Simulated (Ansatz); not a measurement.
This script for a rigid torsion scan of C₃H₅ClO, SMILES C=C(Cl)CO with Ansatz 0.2.0, Python API holds a mistake.

`torsion_c3h5clo.py`
```python
'''Rigid torsion scan of C3H5ClO.'''

import ansatz
from ase import Atoms


def main() -> None:
    atoms = Atoms(['C', 'C', 'Cl', 'C', 'O', 'H', 'H', 'H', 'H', 'H'], positions=[
        (1.5896, -0.275, 0.1423),
        (0.4041, 0.3463, 0.1186),
        (0.2348, 1.8959, 0.8752),
        (-0.8324, -0.1886, -0.5415),
        (-1.8465, -0.4349, 0.4262),
        (2.452, 0.1644, 0.6338),
        (1.7249, -1.2461, -0.3226),
        (-0.6351, -1.13, -1.0642),
        (-1.2187, 0.524, -1.2779),
        (-1.8726, 0.3441, 1.01),
    ])

    # relax first, so that the scan starts from a minimum
    first = (
        ansatz.Crystal.molecule_from_ase(atoms).calculation()
        .basis(gaussian='6-31G*')  # atom-centred Gaussian functions
        .functional('b3lyp')
        .relax(force_tolerance=0.02, max_steps=30)  # relax until the tolerances are met
    )
    atoms.positions = first.run(threads=1, backend='cpu').report['positions_ang']

    start = atoms.get_dihedral(4, 3, 1, 0)
    energies = {}
    for turn in range(0, 360, 40):
        turned = atoms.copy()
        turned.set_dihedral(4, 3, 1, 0, start + turn, indices=[0, 1, 2, 5, 6])
        calc = ansatz.Crystal.molecule_from_ase(turned).basis(gaussian='6-31G*').functional('b3lyp')
        energies[round((start + turn) % 360)] = calc.run(threads=1, backend='cpu').report['free_energy_ev']
    floor = min(energies.values())
    print('dihedral O4-C3-C1-C0 (deg)   E - E(min) (eV)')
    for angle, e in sorted(energies.items()):
        print(f'{angle:8d} {(e - floor):14.3f}  ' + '#' * int(30 * (e - floor) / max(max(energies.values()) - floor, 1e-9)))


if __name__ == '__main__':
    main()
```

```console
$ python torsion_c3h5clo.py
Traceback (most recent call last):
  File "torsion_c3h5clo.py", line 44, in <module>
    main()
    ~~~~^^
  File "torsion_c3h5clo.py", line 35, in main
    calc = ansatz.Crystal.molecule_from_ase(turned).basis(gaussian='6-31G*').functional('b3lyp')
           ^^^^^^^^^^^^^^^^^^^^^^^^^^^^^^^^^^^^^^^^^^^^^^
AttributeError: 'Crystal' object has no attribute 'basis'
$ echo $?
1
```

Find the fault and give the corrected script.

The fault: settings are called on the crystal, without .calculation(). The correction:

```diff
--- before
+++ after
@@ -25,3 +25,3 @@
         .functional('b3lyp')
-        .relax(force_tolerance=0.02, max_steps=30)  # relax until the tolerances are met
+        .relax(force_tolerance=0.02, max_steps=80)  # relax until the tolerances are met
     )
@@ -34,3 +34,3 @@
         turned.set_dihedral(4, 3, 1, 0, start + turn, indices=[0, 1, 2, 5, 6])
-        calc = ansatz.Crystal.molecule_from_ase(turned).basis(gaussian='6-31G*').functional('b3lyp')
+        calc = ansatz.Crystal.molecule_from_ase(turned).calculation().basis(gaussian='6-31G*').functional('b3lyp')
         energies[round((start + turn) % 360)] = calc.run(threads=1, backend='cpu').report['free_energy_ev']
```

With that change:

```console
$ python torsion_c3h5clo.py
dihedral O4-C3-C1-C0 (deg)   E - E(min) (eV)
      39          0.072  ############
      79          0.118  ####################
     119          0.011  #
     159          0.151  #########################
     199          0.171  #############################
     239          0.043  #######
     279          0.152  ##########################
     319          0.175  ##############################
     359          0.000
```

What to keep in mind:
- The scan is rigid and the energies are electronic, in a modest basis. With rigid groups the curve can differ much from the relaxed path, the start wasn't checked as a minimum of this torsion, and equivalent turns needn't return to the same energy.
- b3lyp holds the VWN-RPA fit, as in Gaussian; the form of ORCA and Turbomole is b3lyp5.
- Hardware and time: 58 s on 1 thread of Arm Neoverse V2 (shared host), peak memory 0.26 GiB.

(A comment or docstring line of the script was reworded after the run, the code is as it ran.)
